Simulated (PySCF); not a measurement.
Compound: n-hexane, C₆H₁₄.
Atom-mapped SMILES: `[CH3:1][CH2:2][CH2:3][CH2:4][CH2:5][CH3:6]` (hydrogens: H7, H8, H9 on C1; H10, H11 on C2; H12, H13 on C3; H14, H15 on C4; H16, H17 on C5; H18, H19, H20 on C6)

Structure used (GFN2-xTB), in Å, numbered top down from 1:
```
atom  x, y, z in Å
C1    -3.162   -0.297    0.168
C2    -1.823    0.368    0.460
C3    -0.672   -0.330   -0.261
C4     0.672    0.333    0.028
C5     1.822   -0.367   -0.691
C6     3.162    0.296   -0.401
H7    -3.968    0.217    0.687
H8    -3.151   -1.335    0.493
H9    -3.373   -0.276   -0.899
H10   -1.860    1.414    0.148
H11   -1.636    0.351    1.536
H12   -0.633   -1.376    0.051
H13   -0.859   -0.313   -1.337
H14    0.857    0.318    1.105
H15    0.633    1.380   -0.285
H16    1.858   -1.412   -0.377
H17    1.635   -0.352   -1.768
H18    3.152    1.335   -0.725
H19    3.965   -0.217   -0.924
H20    3.377    0.273    0.665
```

Method used: PBE0/def2-SVPD in PySCF (dipole) on a GFN2-xTB geometry, gas phase.

Masses are those of the commonest isotopes; rigid-rotor values at the optimised geometry. The values belong to one conformer with, in the numbering `[CH3:1][CH2:2][CH2:3][CH2:4][CH2:5][CH3:6]`, C1–C2–C3–C4 180°, C2–C3–C4–C5 180°, C3–C4–C5–C6 180°.

Problem. What are A, B and C (MHz)?

Solution. Ia = 34.74, Ib = 437.06, Ic = 452.99 u·Å²; 505379 MHz·u·Å²/I gives A = 14549, B = 1156, C = 1116 MHz.

Problem. Classify the top.

Solution. A near-prolate asymmetric top: κ = (2 × 1156 − 14549 − 1116)/(14549 − 1116) = -0.99.

Problem. What does the inertial defect say?

Solution. Not planar: Δ = Ic − Ia − Ib = -18.80 u·Å². For a rigid frame Δ = −2 Σ m c², so Σ m c² = 9.40 u·Å² lies off the ab plane, practically all of it from hydrogen. The atom farthest from that plane is 0.88 Å away.

Problem. Give the other two planar moments, Paa and Pbb, and the rms extents of the mass along the axes.

Solution. Paa = Σ m a² = (Ib + Ic − Ia)/2 = 427.66 and Pbb = Σ m b² = (Ia + Ic − Ib)/2 = 25.34 u·Å². With the mass M = 86.11 u, the rms extents √(P/M) along a, b and c are 2.23, 0.54, 0.33 Å.

Problem. List the rotational levels J(Ka,Kc) to J = 5 (MHz).

Solution. Above 0(0,0):
J = 1: 1(0,1) 2272, 1(1,1) 15665, 1(1,0) 15706
J = 2: 2(0,2) 6816, 2(1,2) 20168, 2(1,1) 20290, 2(2,1) 60469, 2(2,0) 60469
J = 3: 3(0,3) 13631, 3(1,3) 26923, 3(1,2) 27167, 3(2,2) 67285, 3(2,1) 67285, 3(3,1) 134351, 3(3,0) 134351
J = 4: 4(0,4) 22718, 4(1,4) 35929, 4(1,3) 36336, 4(2,3) 76373, 4(2,2) 76374, 4(3,2) 143439, 4(3,1) 143439, 4(4,1) 237331, 4(4,0) 237331
J = 5: 5(0,5) 34076, 5(1,5) 47187, 5(1,4) 47797, 5(2,4) 87732, 5(2,3) 87735, 5(3,3) 154799, 5(3,2) 154799, 5(4,2) 248691, 5(4,1) 248691, 5(5,1) 369410, 5(5,0) 369410
The levels of one J sum to (2J + 1)J(J + 1)(A + B + C)/3.

The point group C2h allows no dipole (computed: 0.00 D), so a rigid rotor has no electric-dipole lines.

Problem. Estimate the classical rotational partition function at 25 K, 50 K and 500 K.

Solution. Point group C2h, symmetry number σ = 2; q = (√π/σ)·√((kT/h)³/(ABC)), k/h = 20836.6 MHz/K: 2430 at 25 K, 6880 at 50 K, 218000 at 500 K.

Whether it is a minimum is left open (no frequencies). Constants of a rigid frame at the computed geometry: no zero-point averaging, no centrifugal distortion. A rigid rotor knows nothing of internal rotation, which can split or shift real lines.

Time: 28 s of wall time. Hardware: one thread of an x86-64 server, on a shared host. This is the PBE0/def2-SVPD job that gave the dipole, with the excitations it also computed.
